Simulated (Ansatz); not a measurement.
```yaml
crystal:
  periodic: [false, false, false]
  atoms:
    - {symbol: Al, position_ang: [-1.057408, 0.000000, 0.000000]}
    - {symbol: Al, position_ang: [1.193192, 0.000000, 0.000000]}
    - {symbol: H, position_ang: [-1.817408, 1.322400, 0.000000]}
    - {symbol: H, position_ang: [-1.817408, -1.322400, 0.000000]}
basis:
  gaussian: {orbitals: def2-TZVP}
magnetization: {spin_polarized: true, initial_magnetization: 2}
hamiltonian: {xc: pbe0}
relax: {f_tol: 0.004, max_steps: 80}
```

```sh
$ ansatz run in.yaml --threads 1 --pin off --events-out ev --progress --plain --max-ram 2176MiB
```

Steps of the relaxation (energy above the last step; positions in Å, forces in eV/Å):

```
4
step 1, 423.9 meV
Al   -1.057    0.000    0.000   -2.033    0.000    0.000
Al    1.193    0.000    0.000    2.835    0.000    0.000
H    -1.817    1.322    0.000   -0.401    0.954    0.000
H    -1.817   -1.322    0.000   -0.401   -0.954    0.000
```

```
4
step 2, 42.9 meV
Al   -1.118    0.000    0.000   -0.630    0.000    0.000
Al    1.315    0.000    0.000    0.766    0.000    0.000
H    -1.848    1.397    0.000   -0.068    0.184    0.000
H    -1.848   -1.397    0.000   -0.068   -0.184    0.000
```

```
4
step 3, 0.5 meV
Al   -1.151    0.000    0.000   -0.067    0.000    0.000
Al    1.382    0.000    0.000    0.070    0.000    0.000
H    -1.865    1.421    0.000   -0.001   -0.013    0.000
H    -1.865   -1.421    0.000   -0.001    0.013    0.000
```

```
4
step 5, 0.0 meV
Al   -1.153    0.000    0.000    0.000    0.000    0.000
Al    1.392    0.000    0.000    0.000    0.000    0.000
H    -1.869    1.418    0.000    0.000   -0.001    0.000
H    -1.869   -1.418    0.000    0.000    0.001    0.000
```

Close pairs at the end: Al1–H3 1.589 Å, Al1–H4 1.589 Å, Al1–Al2 2.545 Å.

A stationary point of unrestricted PBE0 after 5 steps, with ⟨S²⟩ = 2.007 against 2.00 for a pure state; no frequencies were run, so it isn't proven a minimum. 16 s on 1 thread of Arm Neoverse V1, shared host.
